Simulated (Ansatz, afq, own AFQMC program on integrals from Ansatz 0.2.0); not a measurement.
Two steps: Ansatz 0.2.0 writes the Fock matrix and Cholesky factors of the valence space, and afq projects on them the lowest state that overlaps trial and start.

```yaml
crystal:
  periodic: [false, false, false]
  atoms:
    - {symbol: Si, position_ang: [0.000000, 0.000000, 0.000000]}
    - {symbol: H, position_ang: [0.000000, 0.000000, 1.499536]}
basis:
  gaussian: {orbitals: cc-pVTZ}
magnetization: {spin_polarized: true, initial_magnetization: 3}
correlation: {method: ccsd_t, electrons: outside_noble_gas, hamiltonian_folder: ham}
```

```sh
$ ansatz run in.yaml --threads 1 --pin off --events-out ev --progress --plain --max-ram 16896MiB --backend cuda --devices 0, --max-vram 18GiB
```

Options of the walk:

```
--method free --trial cisd --walkers 4000 --time-step 0.03 --max-blocks 4000 --target-error 0.00028 --factor-cut 1e-05 --seed 8246 --times 0,0.3,0.6,1.2,1.8,2.4,3.6,4.8,6 --taylor-order 8
```

Times are imaginary, in 1/Eh. The walk had a cap of 65 s.

Log:

```
orbitals 43  electrons 4 1  factors 271 of 280
reference energy -289.40317365 Eh
CCSD correlation -0.07991619 Eh in 11 cycles, weight of the determinant in the CISD state 0.9321
repeat  energy at the last time / Eh  error
    10  -289.486842  0.000048
    20  -289.486819  0.000039
    30  -289.486825  0.000029
time / (1/Eh)  energy / Eh  error  mean overlap
  0.00  -289.483082  0.000003  1.0726
  0.30  -289.484838  0.000010  1.0714
  0.60  -289.485649  0.000012  1.0701
  1.20  -289.486317  0.000013  1.0710
  1.80  -289.486545  0.000013  1.0721
  2.40  -289.486678  0.000014  1.0718
  3.60  -289.486772  0.000017  1.0736
  4.80  -289.486772  0.000028  1.0749
  6.00  -289.486823  0.000028  1.0794
energy -289.486823 +/- 0.000028 Eh
```

The run passed its tests (error under three times the target), which doesn't prove that it has relaxed, ending at its cap on processor time.

Against this walk (error 0.8 meV) on the same determinant: CCSD(T) 23.7 meV higher, CCSDT(Q) 0.4 meV lower (within the noise), CCSDTQ 0.6 meV lower (within the noise), full CI 0.6 meV lower (within the noise). The error is statistical, and a free projection of finite length keeps a remainder of its start.

Cautions: remainder of the start not in the error; lower spins were not checked.

The walk took 65 s on 1 × NVIDIA H100 80GB HBM3 with 2 threads of AMD EPYC 7R13 Processor (Zen 3) (shared host) (the card was shared). The log's last line is the free-projection energy.

CCSDT and higher add their correlation energy to the determinant of the CCSD(T) run, since their own runs factorise the integrals more tightly (a shift of under 2 meV). A walk keeps the symmetry of its determinant, which the program's search chose and which needn't be the lowest solution, so a lower state of the same spin and another symmetry isn't excluded.
